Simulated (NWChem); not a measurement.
# One shape, several levels: SiN2H5 (SMILES N[SiH]N)

Aim: a comparison of 4 runs (UHF/STO-3G, UHF/3-21G, UB3LYP/6-31G*) of SiN2H5. 

The results are computed with NWChem 7.3.0.

1 further run of the same task is left out (set aside as unsound or not needed).

**1. The structure to begin with**

The species is SiN2H5 (8 atoms), meant as a doublet with charge 0. As SMILES, `N[SiH]N`. The coordinates come from a PBE0-D4/def2-TZVP relaxation. This is one conformer, not always the lowest.

Bond lengths: N1–Si2 1.713 Å, Si2–N3 1.720 Å, N1–H4 1.008 Å, N1–H5 1.005 Å, Si2–H6 1.504 Å, N3–H7 1.008 Å, N3–H8 1.008 Å. Angles: N1–Si2–N3 106.1°, N1–Si2–H6 117.2°, N3–Si2–H6 103.6°, Si2–N1–H4 122.2°, Si2–N1–H5 121.8°, Si2–N3–H7 120.2°, Si2–N3–H8 119.6°, H4–N1–H5 112.8°, H7–N3–H8 111.5°.

**2. Energy and gradient at UHF/STO-3G (run 1)**

geom.nw reads:

```
start geom
title "H5N2Si"
memory stack 880 mb heap 220 mb global 1100 mb

geometry units angstroms noautosym nocenter noautoz
 N       -1.027000       0.622100      -0.768300
 Si       0.527700       0.579900      -0.050700
 N        0.789500      -1.052600       0.425100
 H       -1.817900       0.144500      -0.364600
 H       -1.296600       1.349400      -1.406800
 H        0.716400       1.354100       1.225100
 H        0.730800      -1.794000      -0.255200
 H        1.468900      -1.260500       1.139500
end

basis spherical bse
 * library STO-3G
end

scf
 nopen 1
 uhf
 thresh 1e-08
 maxiter 80
 noprint "final vectors analysis"
end

task scf gradient
```

The run is started by

```
$ nwchem geom.nw > geom.out
```

Standard output:

```text
[...]
  functions       =    24
[...]
  wavefunction    = UHF
[...]
         Total SCF energy =   -395.952222355448
      One electron energy =   -770.830748196928
      Two electron energy =    263.849806891603
 Nuclear repulsion energy =    111.028718949877
                       Sz =      0.5000
                 Sz(Sz+1) =      0.7500
                      S^2 =      0.7524
[...]
                         UHF ENERGY GRADIENTS
    atom               coordinates                        gradient
                 x          y          z           x          y          z
   1 N      -1.940749   1.175599  -1.451876   -0.008553   0.005549  -0.005846
   2 Si      0.997208   1.095852  -0.095809   -0.018557  -0.018582  -0.019862
   3 N       1.491939  -1.989126   0.803323    0.013036  -0.008925  -0.003314
   4 H      -3.435333   0.273065  -0.688994    0.007939   0.000338  -0.001316
   5 H      -2.450219   2.549996  -2.658467    0.006132  -0.006752   0.003922
   6 H       1.353800   2.558878   2.315103    0.010931   0.015473   0.025622
   7 H       1.381012  -3.390168  -0.482258   -0.002596   0.008186   0.004935
   8 H       2.775819  -2.382000   2.153343   -0.008332   0.004713  -0.004141
[...]
```

It took 1.4 s on 1 thread of Intel Xeon 6975P-C (Granite Rapids), shared host; peak memory 0.099 GiB.

**3. Energy and forces at UHF/3-21G (run 2)**

calc.nw reads:

```
start calc
memory total 2200 mb

geometry units atomic noautosym nocenter noautoz
  N  -1.94074873  1.17559862 -1.45187658
  Si  0.99720848  1.09585218 -0.09580911
  N   1.49193878 -1.98912572  0.80332258
  H  -3.43533312  0.27306543 -0.68899415
  H  -2.45021889  2.54999643 -2.65846671
  H   1.35379980  2.55887815  2.31510348
  H   1.38101185 -3.39016867 -0.48225811
  H   2.77581870 -2.38199978  2.15334292
end

basis spherical bse
  * library 3-21G
end

scf
  nopen 1
  uhf
  thresh 1e-08
  maxiter 80
  noprint "final vectors analysis"
end

task scf gradient
```

The run is started by

```
$ nwchem calc.nw > calc.out
```

Standard output:

```text
[...]
  functions       =    41
[...]
  wavefunction    = UHF
[...]
         Total SCF energy =   -398.603818322261
      One electron energy =   -771.090612884456
      Two electron energy =    261.458083658691
 Nuclear repulsion energy =    111.028710903504
                       Sz =      0.5000
                 Sz(Sz+1) =      0.7500
                      S^2 =      0.7538
[...]
                         UHF ENERGY GRADIENTS
    atom               coordinates                        gradient
                 x          y          z           x          y          z
   1 N      -1.940749   1.175599  -1.451877    0.024506  -0.011428   0.006336
   2 Si      0.997208   1.095852  -0.095809   -0.009326  -0.013321  -0.005991
   3 N       1.491939  -1.989126   0.803323   -0.019615   0.021079   0.000580
   4 H      -3.435333   0.273065  -0.688994   -0.004290   0.000086   0.003535
   5 H      -2.450219   2.549996  -2.658467   -0.000406   0.005236  -0.000159
   6 H       1.353800   2.558878   2.315103   -0.000627  -0.001748   0.001072
   7 H       1.381012  -3.390169  -0.482258    0.003315  -0.001495  -0.005049
   8 H       2.775819  -2.382000   2.153343    0.006443   0.001592  -0.000326
[...]
```

Run time: 1.8 s. Hardware: 1 thread of Intel Xeon 6975P-C (Granite Rapids), shared host; peak memory 0.099 GiB.

Run 3 isn't shown in full; the table further down has it.

**4. Energy and gradient at UB3LYP/6-31G(d) (Cartesian functions) (run 4)**

m1.nw reads:

```
start m1
memory total 2200 mb

geometry units angstrom noautosym nocenter noautoz
N       -1.027000       0.622100      -0.768300
Si       0.527700       0.579900      -0.050700
N        0.789500      -1.052600       0.425100
H       -1.817900       0.144500      -0.364600
H       -1.296600       1.349400      -1.406800
H        0.716400       1.354100       1.225100
H        0.730800      -1.794000      -0.255200
H        1.468900      -1.260500       1.139500
end

basis
N library 6-31G*
Si library 6-31G*
H library 6-31G*
end

dft
xc b3lyp
mult 2
grid xfine
convergence energy 1e-08
iterations 100
mulliken
end

task dft gradient
```

The run is started by

```
$ nwchem m1.nw > m1.out
```

Standard output:

```text
[...]
          Wavefunction type:  spin polarized.
          No. of atoms     :     8
          No. of electrons :    33
[...]
          Charge           :     0
          Spin multiplicity:     2
[...]
          AO basis - number of functions:    59
[...]
              XC Information
              --------------
                         B3LYP Method XC Potential
                     Hartree-Fock (Exact) Exchange  0.200
                        Slater Exchange Functional  0.800 local
                    Becke 1988 Exchange Functional  0.720 non-local
              Lee-Yang-Parr Correlation Functional  0.810
                  VWN I RPA Correlation Functional  0.190 local
[...]
 d= 0,ls=0.0,diis     1   -401.9403078455 -5.13D+02  8.90D-03  1.41D-01     2.6
[...]
 d= 0,ls=0.0,diis    10   -401.9955736647 -1.57D-09  6.99D-07  2.01D-09    24.5
[...]
         Total DFT energy =     -401.995573664673
      One electron energy =     -774.005459985079
           Coulomb energy =      297.667976219151
    Exchange-Corr. energy =      -36.686808848622
 Nuclear repulsion energy =      111.028718949877
[...]
      Total Density - Mulliken Population Analysis
     ---------------------------------------------
    Atom       Charge   Shell Charges
 -----------   ------   -------------------------------------------------------
    1 N    7     7.85   1.99  0.77  2.56  0.81  1.70  0.02
    2 Si  14    13.51   2.00  1.99  5.96  1.01  1.64  0.31  0.42  0.18
    3 N    7     7.84   1.99  0.78  2.54  0.83  1.68  0.02
    4 H    1     0.68   0.50  0.18
    5 H    1     0.67   0.50  0.17
    6 H    1     1.11   0.51  0.60
    7 H    1     0.67   0.50  0.17
    8 H    1     0.68   0.50  0.17
[...]
      <S2> =      0.7517 (Exact =     0.7500)
[...]
  wavefunction    = open shell
                         DFT ENERGY GRADIENTS
    atom               coordinates                        gradient
                 x          y          z           x          y          z
   1 N      -1.940749   1.175599  -1.451876    0.003499   0.001066   0.002627
   2 Si      0.997208   1.095852  -0.095809   -0.007384  -0.009283   0.001636
   3 N       1.491939  -1.989126   0.803323    0.001725   0.004456  -0.003383
   4 H      -3.435333   0.273065  -0.688994    0.004432   0.002252  -0.001957
   5 H      -2.450219   2.549996  -2.658467    0.001581  -0.003435   0.003396
   6 H       1.353800   2.558878   2.315103   -0.000430  -0.000056  -0.001999
   7 H       1.381012  -3.390168  -0.482258   -0.000177   0.003401   0.003181
   8 H       2.775819  -2.382000   2.153343   -0.003247   0.001599  -0.003501
[...]
```

Run time: 29 s. Hardware: 1 thread of Intel Xeon 6975P-C (Granite Rapids), shared host; peak memory 0.14 GiB.

**5. All runs side by side**

```csv
run,level,iteration cap,module,energy (Eh),dipole moment (D),⟨S²⟩,largest force (eV/Å),wall time
1,UHF/STO-3G,80,scf,-395.952222,1.15,0.752,1.693,1.4 s
2,UHF/3-21G,80,scf,-398.603818,0.77,0.754,1.481,1.8 s
3,UB3LYP/6-31G* (spherical functions),100,dft,-401.991503,1.14,0.752,0.648,28 s
4,UB3LYP/6-31G* (Cartesian functions),100,dft,-401.995574,1.13,0.752,0.616,29 s
```

**6. What came out**

| quantity | value |
| --- | --- |
| run 4: total energy | -401.99557 Eh |
| run 4: dipole moment | 1.13 D |
| run 4: HOMO energy (highest over α and β) | -4.45 eV |
| run 4: LUMO energy (lowest over α and β) | -1.50 eV |
| run 4: ⟨S²⟩ | 0.752 |
| run 4: largest force on an atom | 0.616 eV/Å |

In words: The dipole moment (its size) runs from 0.77 D (UHF/3-21G) to 1.15 D (UHF/STO-3G). In run 1 the basis is minimal, so the values are rough. All runs together took 60 s, the longest 29 s.
